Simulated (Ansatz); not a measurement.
**[NH2···H···H], doublet: the ladder up to full CI**

Geometry: a point of a hydrogen-transfer path between rigid fragments, not a stationary point.

```yaml
atoms:
  - { symbol: N, position_ang: [-0.1660, -0.0316, -0.0492] }
  - { symbol: H, position_ang: [-0.4633, 0.9362, -0.0492] }
  - { symbol: H, position_ang: [-0.4633, -0.4339, 0.8311] }
  - { symbol: H, position_ang: [1.1360, -0.0316, -0.0492] }
  - { symbol: H, position_ang: [2.0980, -0.0316, -0.0492] }
```

Basis 6-31G; Ansatz 0.2.0. Correlated methods freeze the noble-gas cores, which leaves 9 electrons in 16 orbitals. R marks a restricted (for open shells ROHF) determinant, U an unrestricted one. Active spaces: pair = (3e, 3o) about the gap; valence = (9e, 8o) chosen from the atoms' valence shells.

Full CI is exact within this basis and frozen core; it isn't the basis-set limit. The frozen core follows each run's orbitals, which can shift R against U totals by a few meV.

For open shells CISD and CISDTQ are restricted-active-space CI with the open shells as a complete middle space.

```
UHF ⟨S²⟩                          : 0.803
T1 diagnostic (RCCSD)             : 0.0463
largest doubles amplitude (RCCSD) : 0.072
T1 diagnostic (UCCSD)             : 0.0196
```

```json
{"level": "UHF", "E − E(RHF) (eV)": "-0.3518"}
{"level": "RMP2", "E − E(RHF) (eV)": "-3.4568"}
{"level": "UMP2", "E − E(RHF) (eV)": "-3.5008"}
{"level": "RCCSD", "E − E(RHF) (eV)": "-4.0758"}
{"level": "UCCSD", "E − E(RHF) (eV)": "-4.0828"}
{"level": "RCCSD(T)", "E − E(RHF) (eV)": "-4.1347"}
{"level": "UCCSD(T)", "E − E(RHF) (eV)": "-4.1358"}
```

Estimate how far full CI in 6-31G lies from RCCSD(T). The table doesn't fix it; the size of (T) and the diagnostics are the guide.

Full CI in 6-31G lies 1.8 kJ/mol below RCCSD(T), which is 31 % of the (T) step (-5.7 kJ/mol). T1 is raised, and the rest is a large part of (T).

The other levels:

```tsv
level	E − E(full CI) (kJ/mol)	share of correlation (%)	wall time
CISD	30.8	92.31	0.42 s
BCCD(T)	1.7	99.58	0.6 s
RCCSDT	0.9	99.79	–
UCCSDT	0.8	99.80	–
CISDTQ	1.0	99.74	3.5 s
RCCSDT(Q)	0.0	99.99	3.4 s
UCCSDT(Q)	0.0	100.00	3.1 s
RCCSDTQ	0.1	99.99	34 s
UCCSDTQ	0.0	99.99	34 s
CASSCF (pair space)	314.7	21.46	–
NEVPT2 (pair space)	40.2	89.96	0.27 s
MRCISD (pair space)	18.3	95.43	–
MRCISD+Q (pair space)	4.0	99.00	0.39 s
CASSCF (valence space)	160.4	59.96	–
NEVPT2 (valence space)	30.7	92.33	2 s
MRCISD (valence space)	4.5	98.88	–
MRCISD+Q (valence space)	0.7	99.83	3 s
```

The correlation energy at full CI, counted from RHF, is -4.153 eV. That run took 30 s on 1 thread of AMD EPYC 7R43, shared host over 3,977,040 determinants.

Times hold each run's SCF and search for its determinant on a shared host, so for small cases they say little of a method's own cost; they ran on 1 thread of AMD EPYC 7R43.

The full-CI state has the irrep A' of Cs, in the program's axes.

Natural occupations of full CI about the gap: 1.983 1.970 1.967 1.951 1.000 0.042 0.027 0.026 0.015 0.005; effectively unpaired electrons, Σ n²(2−n)², 1.03.
